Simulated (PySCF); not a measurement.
## Proton affinity of dimethyl sulfide, site by site

Parent: dimethyl sulfide, `CSC` (C2H6S). Optimised structure (Å), atoms numbered from 1:
```
C     1.3746    0.0757    0.1350
S     0.0603    0.5743   -0.9938
C    -1.3669   -0.0533   -0.0880
H     1.4046   -1.0173    0.2646
H     2.3244    0.4000   -0.3131
H     1.2692    0.5589    1.1187
H    -1.3189   -1.1463    0.0362
H    -2.2594    0.1922   -0.6803
H    -1.4606    0.4239    0.8999
```

These are calculated values, ωB97X-D3(BJ)/def2-TZVP in PySCF (grid level 2) at geometries from PBE0-D3(BJ)/def2-SVP. Zero-point and thermal terms (298.15 K, 1 bar) come from unscaled PBE0-D3(BJ)/def2-SVP harmonic frequencies, with soft modes damped to free rotors in the entropy.

```
               site  product  PA / kcal/mol  GB / kcal/mol
S2 (sulfide sulfur)  C[SH+]C          201.9          194.7
```

PA is −ΔH and GB is −ΔG of B + H⁺ → BH⁺ in the gas phase. Sites whose products fell apart, merged with another or lost in a GFN2-xTB screen aren't listed.

In dichloromethane the product from S2 is solvated 53.4 kcal/mol more strongly than the parent (electrostatics only).

Measured values (NIST Chemistry WebBook, evaluated or the median of agreeing entries): proton affinity (−ΔH) 831 kJ/mol (computed 845, difference 14); gas-phase basicity (−ΔG) 801 kJ/mol (computed 815, difference 13).

Hardware: 1 thread of Arm Neoverse V1, shared with other jobs. Command: `OMP_NUM_THREADS=1 python redox_run.py task.json out`. Structures, frequencies and single points: 2 min.

Differences come from unrounded values, so a last digit can differ from that of the printed terms.
